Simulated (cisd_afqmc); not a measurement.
Input (AFQMC/CISD/cc-pV(T+d)Z; cisd_afqmc is a phaseless AFQMC code with CISD trial states that reads the integrals written by Ansatz): A basis named .json is the Basis Set Exchange file of that set.

Ansatz 0.2 input:
```python
import cisd_afqmc

open("ham.yaml", "w").write("""\
crystal:
  periodic: [false, false, false]
  atoms:
    - {symbol: S, position_ang: [-0.00000000, -0.00000000, -1.55270816]}
    - {symbol: C, position_ang: [0.00000000, 0.00000000, 0.00000000]}
    - {symbol: S, position_ang: [0.00000000, 0.00000000, 1.55270816]}
basis:
  gaussian:
    orbitals: cc-pV_T+d_Z.json
magnetization: {spin_polarized: false}
correlation: {method: ccsd, electrons: outside_noble_gas, hamiltonian_folder: ham}
""")
rep = cisd_afqmc.ansatz("ham.yaml")
e_ccsd = rep["correlation"]["coupled_cluster"]["energy"]["hartree"]
out = cisd_afqmc.run("ham", e_ccsd, trial="CISD", walkers=100, populations=8, threads=8, dt=0.005, steps=40, early=24, settle=10, least=32,
    cut=5e-5, rank_cut=2e-4, target=0.0004, seconds=1500, seed=1, memory=17280, gpu=False)
```

Output:

```
WARN ansatz::render: the results are in doubt because among natural orbitals full CI differs from the method by -0.160 eV
orbitals 97, occupied [8], factors 518 of 640, rank of the doubles 318 of 712
E(HF) = -832.971609
E(CCSD) on the cut factors = -833.478675, shift to the whole factors -0.000003
Energy of the trial state on the determinant = -833.478628
  tau behind 7.2 of longer steps, mean of the populations' last blocks
   2.0  -833.51495
   4.0  -833.51733
   6.0  -833.52158
   8.0  -833.51776
  10.0  -833.51854
  12.0  -833.51407
  14.0  -833.51956
  16.0  -833.51818
  18.0  -833.51112
  20.0  -833.51725
  22.0  -833.51567
  24.0  -833.51370
  26.0  -833.51454
  28.0  -833.51814
  30.0  -833.51770
  32.0  -833.51980
  34.0  -833.51766
  36.0  -833.51954
  38.0  -833.51989
  40.0  -833.52044
  42.0  -833.52113
  44.0  -833.51794
  46.0  -833.51393
  48.0  -833.51763
  50.0  -833.51806
  52.0  -833.51895
  54.0  -833.51719
  56.0  -833.51467
  58.0  -833.51285
  60.0  -833.51409
  62.0  -833.51543
  64.0  -833.51635
  66.0  -833.51699
  68.0  -833.51553
  70.0  -833.51714
  72.0  -833.51698
  74.0  -833.51665
  76.0  -833.51595
  78.0  -833.51448
  80.0  -833.51740
  82.0  -833.51391
blocks 3410 (2 outliers left out), error by blocks joined: 1: 0.00018, 2: 0.00023, 4: 0.00029, 8: 0.00034, 16: 0.00040
E(AFQMC/CISD) = -833.51678 +/- 0.00040
```

The two halves of the walk average -833.51777 and -833.51576 Eh, farther apart than the printed bar allows, so the bar may be too narrow.

The run carries these doubts: large difference.
